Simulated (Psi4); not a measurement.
# CN (SMILES [C]#N) at UB2PLYP/cc-pVTZ (density fitting for correlation)

What is the vertical doublet–quartet gap of CN at UB2PLYP/cc-pVTZ (density fitting for correlation)? 

The results are computed with Psi4 1.11.

1 further run of the same task is left out (set aside as unsound or not needed).

## (1) Starting point

CN: 2 atoms, total charge 0, spin state doublet. SMILES: `[C]#N`. The shape is that of a PBE0-D4/def2-TZVP optimisation.

Bond lengths: C1–N2 1.160 Å.

## (2) A single-point energy at UB2PLYP/cc-pVTZ (density fitting for correlation)

File cn.in:

```
memory 1600 mb

molecule {
  0 2
  C      0.93654827    -0.30311207     0.48225811
  N     -0.93654827     0.30311207    -0.48225811
  units au
  symmetry c1
  no_reorient
  no_com
}

set reference uks
set puream true
set e_convergence 1e-09
set d_convergence 1e-08
set scf_type pk
set dft_radial_points 99
set dft_spherical_points 590
set num_frozen_docc 2
set maxiter 200

result, w = energy('b2plyp/cc-pVTZ', return_wfn=True)
print_variables()
```

Command:

```bash
$ psi4 -i cn.in -o cn.out -n 1
```

cn.out:

```text
[...]
  Running in c1 symmetry.
[...]
  Nuclear repulsion =   19.157741520241903
[...]
  Multiplicity = 2
[...]
  Nalpha       = 7
  Nbeta        = 6
[...]
    Number of basis functions: 60
[...]
   @UKS iter   1:   -92.45884105534509   -6.09503e-01   8.48247e-03 ADIIS/DIIS
[...]
   @UKS iter  14:   -92.56857299641189   -4.97380e-13   2.27885e-09 DIIS
[...]
   @S^2 Observed:                7.865069995E-01
[...]
    Orbital Energies [Eh]
    ---------------------
    Alpha Occupied:
       1A    -14.901172     2A    -10.742906     3A     -1.091055
       4A     -0.597130     5A     -0.484674     6A     -0.446945
       7A     -0.446945
    Alpha Virtual:
       8A      0.054954     9A      0.054954    10A      0.209911
      11A      0.311982    12A      0.336811    13A      0.336811
      14A      0.510790    15A      0.597609    16A      0.597609
      17A      0.688463    18A      0.688463    19A      0.694499
      20A      0.905456    21A      0.905456    22A      0.968790
      23A      1.266095    24A      1.266095    25A      1.387867
[...]
  @UKS Final Energy:   -92.56857299641189
   => Energetics <=
    Nuclear Repulsion Energy =             19.1577415202419026
    One-Electron Energy =                -162.4758049028238815
    Two-Electron Energy =                  56.5733908559812519
    DFT Exchange-Correlation Energy =      -5.8239004698111634
    Empirical Dispersion Energy =           0.0000000000000000
    VV10 Nonlocal Energy =                  0.0000000000000000
    Total Energy =                        -92.5685729964119020
[...]
 Multipole Moments:
 ------------------------------------------------------------------------------------
     Multipole            Electronic (a.u.)      Nuclear  (a.u.)        Total (a.u.)
 ------------------------------------------------------------------------------------
 L = 1.  Multiply by 2.5417464519 to convert [e a0] to [Debye]
 Dipole X            :          1.5520329           -0.9365483            0.6154846
 Dipole Y            :         -0.5023125            0.3031121           -0.1992004
 Dipole Z            :          0.7991905           -0.4822581            0.3169323
 Magnitude           :                                                    0.7203806
[...]
```

It took 7.2 s on 1 thread of Intel Xeon Platinum 8375C at 2.90GHz (Ice Lake), shared host; peak memory 0.44 GiB.

## (3) The quartet, same level

File cn_ase.py:

```python
import numpy as np
from ase.calculators.psi4 import Psi4
from ase import Atoms

atoms = Atoms(['C', 'N'], positions=[
    [0.495600, -0.160400, 0.255200],
    [-0.495600, 0.160400, -0.255200],
])
calc = Psi4(atoms=atoms, method='b2plyp', basis='cc-pVTZ', memory='1600MB', num_threads=1, charge=0, multiplicity=4, label='psi4-calc', reference='uks')
calc.psi4.set_options({'puream': True, 'e_convergence': 1e-09, 'd_convergence': 1e-08, 'scf_type': 'pk', 'dft_radial_points': 99, 'dft_spherical_points': 590, 'num_frozen_docc': 2, 'maxiter': 200})
atoms.calc = calc

print(f'energy: {atoms.get_potential_energy():.6f} eV')
```

Command:

```bash
$ python cn_ase.py
```

psi4-calc.dat:

```text
[...]
  Running in c1 symmetry.
[...]
  Nuclear repulsion =   19.157741572308019
[...]
  Multiplicity = 4
[...]
  Nalpha       = 8
  Nbeta        = 5
[...]
    Number of basis functions: 60
[...]
   @UKS iter   1:   -92.31080515867639   -4.61467e-01   5.33284e-03 ADIIS/DIIS
[...]
   @UKS iter  14:   -92.35573911368070   -1.91989e-11   8.89510e-09 DIIS
[...]
   @S^2 Observed:                3.763975621E+00
[...]
    Orbital Energies [Eh]
    ---------------------
    Alpha Occupied:
       1A    -14.903168     2A    -10.739102     3A     -1.152377
       4A     -0.626154     5A     -0.571001     6A     -0.496386
       7A     -0.471371     8A     -0.217741
    Alpha Virtual:
       9A      0.043118    10A      0.204445    11A      0.308182
      12A      0.314559    13A      0.332037    14A      0.502389
      15A      0.547685    16A      0.586551    17A      0.658300
      18A      0.660891    19A      0.675173    20A      0.866318
      21A      0.901978    22A      0.951734    23A      1.221708
      24A      1.223405    25A      1.372227    26A      1.585272
[...]
  @UKS Final Energy:   -92.35573911368070
   => Energetics <=
    Nuclear Repulsion Energy =             19.1577415723080193
    One-Electron Energy =                -162.0985042927227369
    Two-Electron Energy =                  56.4454608571919536
    DFT Exchange-Correlation Energy =      -5.8604372504579487
    Empirical Dispersion Energy =           0.0000000000000000
    VV10 Nonlocal Energy =                  0.0000000000000000
    Total Energy =                        -92.3557391136806984
[...]
 Multipole Moments:
 ------------------------------------------------------------------------------------
     Multipole            Electronic (a.u.)      Nuclear  (a.u.)        Total (a.u.)
 ------------------------------------------------------------------------------------
 L = 1.  Multiply by 2.5417464519 to convert [e a0] to [Debye]
 Dipole X            :          0.4817561            0.0013286            0.4830847
 Dipole Y            :         -0.1559194           -0.0004300           -0.1563494
 Dipole Z            :          0.2480713            0.0006841            0.2487555
 Magnitude           :                                                    0.5654160
[...]
```

Standard output:

```text
energy: -2515.255278 eV
```

Wall time 7.2 s (1 thread of Intel Xeon Platinum 8375C at 2.90GHz (Ice Lake), shared host); peak memory 0.46 GiB.

## (4) What came out

Level: UB2PLYP/cc-pVTZ (density fitting for correlation), 2 core orbitals frozen.

| quantity | value |
| --- | --- |
| doublet: total energy | -92.67896 Eh |
| doublet: HOMO energy (SCF part's orbitals) (highest over α and β) | -12.01 eV |
| doublet: LUMO energy (SCF part's orbitals) (lowest over α and β) | -4.68 eV |
| doublet: ⟨S²⟩ | 0.787 |
| quartet: total energy | -92.43393 Eh |
| quartet: HOMO energy (SCF part's orbitals) (highest over α and β) | -5.93 eV |
| quartet: LUMO energy (SCF part's orbitals) (lowest over α and β) | -4.08 eV |
| quartet: ⟨S²⟩ | 3.764 |
| vertical energy of the quartet above the doublet | 6.668 eV |

In words: At this shape the quartet lies 6.67 eV (643 kJ/mol) above the doublet.
